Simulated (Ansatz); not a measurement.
bcc Ta was calculated with PBEsol (Ansatz, a first-principles code, plane waves, PAW).

Numerical settings: plane-wave cutoff 520 eV, 24×24×24 k mesh, Fermi–Dirac smearing 0.05 eV, scalar-relativistic PAW data made under PBE.

Equation-of-state points:

```csv
V (Å³/atom),E − E_lowest (meV/atom),P (GPa)
16.598,45.89,14.58
16.951,19.74,9.24
17.305,4.80,4.40
17.658,0.00,0.02
18.011,4.39,-3.94
18.364,17.10,-7.54
18.717,37.37,-10.80
```

Task: Estimate the bulk modulus from the pressures at 17.305 and 18.011 Å³/atom, and compare it with a fit to all energies.

Result: B = −V dP/dV. Between V = 17.305 and 18.011 Å³/atom, dP/dV = (-3.94 − (4.40))/(18.011 − 17.305) = -11.8 GPa per Å³/atom; at the midpoint 17.658 Å³/atom this gives B ≈ 209 GPa. The third-order Birch–Murnaghan fit gives V0 = 17.660 Å³/atom, B0 = 208 GPa, B′ = 3.9, which lies within 1 % of that estimate.

Measured, for comparison: bulk modulus 198 GPa (corrected for temperature and zero-point phonon effects, our sources range from 194 to 203; as tabulated in Levämäki et al. (2014), arXiv:1402.3671); equilibrium volume per atom 17.95 Å³/atom (static lattice: zero-point anharmonic expansion removed; as tabulated in Mejia-Rodriguez and Trickey (2018), arXiv:1807.09216). Computed (rounded) less measured: bulk modulus +5 % (+2 % to +7 % over the range), equilibrium volume per atom -1.6 %.

Spin–orbit coupling is not included.
